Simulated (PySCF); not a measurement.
Geometry (Å), atoms numbered from 1 in this order:
```xyz
11

C    -0.166    1.158   -0.039
C    -1.369    0.453    0.005
C    -1.437   -0.936    0.069
P    -0.070   -2.009    0.106
C     1.229   -0.856    0.043
C     1.078    0.526   -0.020
H    -0.199    2.250   -0.090
H    -2.304    1.023   -0.013
H    -2.428   -1.402    0.100
H     2.246   -1.262    0.053
H     1.976    1.151   -0.057
```

Geometry: PBE0-D3(BJ)/def2-SVP; GIAO shifts from PySCF 2.14, gas phase, non-relativistic, averaged over equivalent atoms.

At mPW1PW91/pcSseg-2 (293 basis functions, 27 s wall time on 1 thread of an Arm Neoverse V2, shared host):
| atoms | δ (ppm) |
| --- | --- |
| C3/C5 | 170.3 |
| C2/C6 | 143.5 |
| C1 | 138.2 |
| P4 | 224.2 |
| H9/H10 | 9.17 |
| H8/H11 | 8.13 |
| H7 | 7.71 |

References, each an isolated molecule treated in the same way: ¹³C (183.53 ppm), ¹H (31.29 ppm) against TMS; ³¹P (294.97 ppm) against H3PO4.

Task: Predict the values at KT2/pcSseg-2 on the same geometry.

Result: 
| atoms | δ at KT2/pcSseg-2 | change |
| --- | --- | --- |
| C3/C5 | 157.1 | -13.2 |
| C2/C6 | 131.6 | -11.9 |
| C1 | 127.5 | -10.7 |
| P4 | 183.6 | -40.6 |
| H9/H10 | 8.82 | -0.35 |
| H8/H11 | 7.83 | -0.30 |
| H7 | 7.42 | -0.29 |

Chemical shifts δ = σref − σ; TMS for ¹³C (σ = 182.28 ppm) and ¹H (σ = 31.18 ppm); H3PO4 for ³¹P (σ = 313.10 ppm), all at this level.

The largest change is at P4 (phosphorus bonded to 2 C, in a 6-membered ring). Cost: 293 basis functions, 40 s wall time on 1 thread of an Arm Neoverse V2, shared host. The order of the carbon signals is the same at both levels.

Experimental scales use liquid or dissolved standards, which lie at an offset from isolated H3PO4.
